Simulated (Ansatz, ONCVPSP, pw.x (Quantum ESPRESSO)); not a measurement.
## pw.x on fcc Zn: one setting changed

Potential: optimised norm-conserving Vanderbilt (ONCV), ONCVPSP 4.0.1.1 (patched build), PBEsol; core [Ar], reference 3d10 4s1 4p1; waves: 4s: rc 2.25 bohr, ncon 4, nbas 7, qcut 2.9 1/bohr, 2 projectors, debl 0.9 Ha; 4p: rc 2.70 bohr, ncon 4, nbas 7, qcut 3.3 1/bohr, 2 projectors, debl 2.3 Ha; 3d: rc 1.50 bohr, ncon 4, nbas 9, qcut 9.8 1/bohr, 2 projectors, debl 1 Ha; local part: polynomial inside 1.10 bohr (lpopt 5, dvloc0 0 Ha); core correction: Teter function, fcfact 2.5, rcfact 1.55.

The reference run (k-mesh 15³, cutoffs 110/440 Ry, Fermi–Dirac 0.01 Ry, mixing_beta 0.4, conv_thr 1e-9, no spin) gives 0.38 GPa at 14.183 Å³/atom, where all-electron LAPW gives -0.21 GPa. This run, with its own iteration cap, changes smearing to gauss.

```
&control
  calculation='scf', prefix='x', pseudo_dir='./', outdir='./tmp', tstress=.true., disk_io='none'
/
&system
  ibrav=0, nat=1, ntyp=1, ecutwfc=110, ecutrho=440, nbnd=14,
  occupations='smearing', smearing='gauss', degauss=0.01
/
&electrons
  conv_thr=1e-09, mixing_beta=0.4, electron_maxstep=60
/
ATOMIC_SPECIES
Zn 1.0 Zn.UPF
CELL_PARAMETERS angstrom
  0.00000000 1.92123004 1.92123004
  1.92123004 0.00000000 1.92123004
  1.92123004 1.92123004 0.00000000
ATOMIC_POSITIONS crystal
Zn 0.0000 0.0000 0.0000
K_POINTS automatic
15 15 15 0 0 0
```

```bash
pw.x < Zn.scf.in > Zn.scf.out
```

Task: How does the run end?

Result: It converges in 9 iterations; the free energy moves by +7.6 meV/atom and the pressure by -0.05 GPa. Gaussian smearing of the same width is narrower in effect than Fermi–Dirac, so its quadratic term in F is smaller.

```
Message from routine setup:
     using ibrav=0 with symmetry is DISCOURAGED, use correct ibrav instead
     lattice parameter (alat)  =       5.1344  a.u.
     unit-cell volume          =      95.7116 (a.u.)^3
     number of electrons       =        12.00
     number of Kohn-Sham states=           14
     kinetic-energy cutoff     =     110.0000  Ry
     charge density cutoff     =     440.0000  Ry
     scf convergence threshold =      1.0E-09
     Exchange-correlation= PBESOL
     number of k points=   120  Gaussian smearing, width (Ry)=  0.0100
     iteration #  1     ecut=   110.00 Ry     beta= 0.40
     total energy              =    -128.02169605 Ry
     estimated scf accuracy    <       0.06863283 Ry
     iteration #  2     ecut=   110.00 Ry     beta= 0.40
     total energy              =    -128.03775770 Ry
     estimated scf accuracy    <       0.00095211 Ry
     iteration #  3     ecut=   110.00 Ry     beta= 0.40
     c_bands:  1 eigenvalues not converged
     total energy              =    -128.03786728 Ry
     estimated scf accuracy    <       0.00034290 Ry
     [... 3 iterations left out ...]
     iteration #  7     ecut=   110.00 Ry     beta= 0.40
     total energy              =    -128.03788583 Ry
     estimated scf accuracy    <       0.00000003 Ry
     iteration #  8     ecut=   110.00 Ry     beta= 0.40
     total energy              =    -128.03788584 Ry
     estimated scf accuracy    <          7.6E-09 Ry
     iteration #  9     ecut=   110.00 Ry     beta= 0.40
     the Fermi energy is    12.5809 ev
!    total energy              =    -128.03788584 Ry
     estimated scf accuracy    <          6.7E-11 Ry
     smearing contrib. (-TS)   =      -0.00022113 Ry
     The total energy is F=E-TS. E is the sum of the following terms:
     one-electron contribution =     -39.11193155 Ry
     hartree contribution      =      34.67655064 Ry
     xc contribution           =     -32.67786447 Ry
     ewald contribution        =     -90.92441933 Ry
     convergence has been achieved in   9 iterations
          total   stress  (Ry/bohr**3)                   (kbar)     P=        3.30
     Message from routine punch:
     Nothing written, as per user request (disk_io='none')
```

The run took about 23 s on one core of a shared host (Intel(R) Xeon(R) 6975P-C, 192 threads, 378 GiB, load 14).
